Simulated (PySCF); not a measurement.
# Accurate constants of F2+, step by step

Aim: bond length, wavenumber and bond energy of F2+ near the limit of CCSD(T), built from two basis sets and any small corrections listed.

Computed with PySCF 2.14.0. Level: CCSD(T) on ROHF, no relativity in the base curves; scalar relativity is added as a correction.

2 further runs of the same task are left out: 2 set aside as unsound or not needed.

### Step 1. The job

```yaml
molecule: F2+
state: doublet, unpaired electrons π ↑
smaller_basis: F cc-pVTZ
larger_basis: F cc-pVQZ
frozen_core_orbitals: 2
extrapolation: correlation as n⁻³ (n = 3, 4), Hartree–Fock as (n+1)·exp(−9√n)
corrections: core–valence correlation, scalar relativity
distances_Å: 1.1258, 1.1770, 1.2282, 1.2793, 1.3305, 1.3945, 1.4584
masses_u: 18.9984, 18.9984
dissociation_limit: F+ + F
```

Started as:

```bash
> OMP_NUM_THREADS=4 python comp.py task.json out
```

### Step 2. Coupled cluster at each distance

**Question.** What will these runs give? Wanted: for each run, Re; ωe; ωexe; αe; De.

**Answer**, as computed:

```
               level  Re (Å)  ωe (cm⁻¹)  ωexe (cm⁻¹)  αe (cm⁻¹)  De (eV)
CCSD(T)/cc-pVTZ(-PP)  1.3111     1123.1         9.15     0.0115    3.147
CCSD(T)/cc-pVQZ(-PP)  1.3072     1123.4         8.96     0.0117    3.257
              HF/CBS  1.2093     1588.8         7.39    0.00925   -0.937
             MP2/CBS  1.3702      782.1         26.2     0.0254    4.204
            CCSD/CBS  1.2799     1242.9         8.08     0.0107    2.847
         CCSD(T)/CBS  1.3049     1126.7         8.92     0.0118    3.318
      CCSD(T)/CBS+CV  1.3037     1127.6         8.93     0.0118    3.315
   CCSD(T)/CBS+CV+SR  1.3040     1127.6         8.92     0.0118    3.314
```

The last step gives Re = 1.3040 Å, ωe = 1127.6 cm⁻¹ and De = 3.314 eV; the smaller basis alone is off from it by +7.1 mÅ and -0.17 eV. Near the minimum the mean field is unbound by 1.12 eV and correlation adds 4.42 eV of binding. T1 is 0.013. Spin–orbit coupling and excitations beyond (T) are left out.
